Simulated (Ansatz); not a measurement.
bcc Cs, treated with r²SCAN (Ansatz, a program for electronic structure, plane waves, PAW).

Settings: plane-wave cutoff 560 eV, 14×14×14 k mesh, Fermi–Dirac smearing 0.05 eV, scalar-relativistic PAW data made under PBE.

Pressure at four volumes; x = ln(V/123.732 Å³). One pressure is withheld.

```
V (Å³/atom)        x  P (GPa)
-----------  -------  -------
116.308      -0.0619    0.121
123.732       0.0000   -0.005
128.681       0.0392   -0.072
131.156       0.0583        ?
```

Pass a parabola P(x) through the three rows shown, estimate the bulk modulus and its pressure derivative near zero pressure, and predict the withheld pressure.

Slopes between the rows: (-0.005 − (0.121))/(0.0000 − (-0.0619)) = -2.04 and (-0.072 − (-0.005))/(0.0392 − (0.0000)) = -1.71 GPa. Their difference over the span 0.1011 is c = 0.33/0.1011 = 3.3 GPa, so P(x) = 0.121 + (-2.04)(x − (-0.0619)) + 3.3 (x − (-0.0619))(x − (0.0000)). At the middle row B = −dP/dx = −[-2.04 + 3.3 × 0.0619] = 1.8 GPa, and B′ = dB/dP = 2c/B = 3.7. At x = 0.0583 the parabola gives -0.101 GPa; the run gives -0.101 GPa. The Birch–Murnaghan fit to the energies at all volumes has B0 = 1.85 GPa and B′ = 3.5.

Measured, for comparison: bulk modulus 2.11 GPa (corrected for temperature and zero-point phonon effects, our sources range from 2.11 to 2.35; as tabulated in Levämäki et al. (2014), arXiv:1402.3671). Computed (rounded) less measured: bulk modulus -12 % (-12 % to -21 % over the range).

Spin–orbit coupling is not included.
